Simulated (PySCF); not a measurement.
## Working out the ionisation energy of P

P [Ne] 3s2 3p3 (4S) → P⁺ [Ne] 3s2 3p2 (3P). Calculation: PySCF 2.14, in def2-TZVP; the non-relativistic Hamiltonian (point nucleus). Frozen: [Ne]. Energies in hartree (1 hartree = 27.21139 eV):

```
            part    P (lower)   P⁺ (upper)
             UHF  -340.709863  -340.345663
CCSD correlation    -0.099767    -0.081322
             (T)    -0.003759    -0.002251
```

What does Hartree-Fock give?

(-340.345663) − (-340.709863) = 0.364200 hartree = 9.910 eV.

What do CCSD and CCSD(T) give?

The CCSD correlation energies differ by 0.018445 hartree = 0.502 eV and the triples by 0.001508 hartree = 0.041 eV, so CCSD gives 10.412 eV and CCSD(T) 10.453 eV.

Measured between the centres of the two terms (NIST): 10.526 eV, so CCSD(T) (valence) is off by -0.073 eV.

What remains against the reference includes basis incompleteness, the frozen core and higher excitations.
